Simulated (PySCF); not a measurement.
Working out the ionisation energy of B

B [He] 2s2 2p1 (2P) → B⁺ [He] 2s2 (1S). Calculation: PySCF 2.14, in aug-cc-pVDZ-DK (4s3p2d, 23 functions); the spin-free X2C one-electron Hamiltonian (Gaussian nucleus). Frozen: 1s2. Energies in hartree (1 hartree = 27.21139 eV):

```tsv
part	B (lower)	B⁺ (upper)
UHF	-24.537302	-24.241840
CCSD correlation	-0.059615	-0.058658
(T)	-0.000908	0.000000
```

**Question.** What does Hartree-Fock give?

**Answer.** (-24.241840) − (-24.537302) = 0.295462 hartree = 8.040 eV.

**Question.** What do CCSD and CCSD(T) give?

**Answer.** The CCSD correlation energies differ by 0.000957 hartree = 0.026 eV and the triples by 0.000908 hartree = 0.025 eV, so CCSD gives 8.066 eV and CCSD(T) 8.091 eV.

Measured between the centres of the two terms (NIST): 8.297 eV, so CCSD(T) (valence) is off by -0.206 eV.

A double-zeta basis recovers only part of the correlation energy.

The coupled-cluster amplitudes are large, so a single reference is strained.

What remains against the reference includes basis incompleteness, the frozen core and higher excitations.
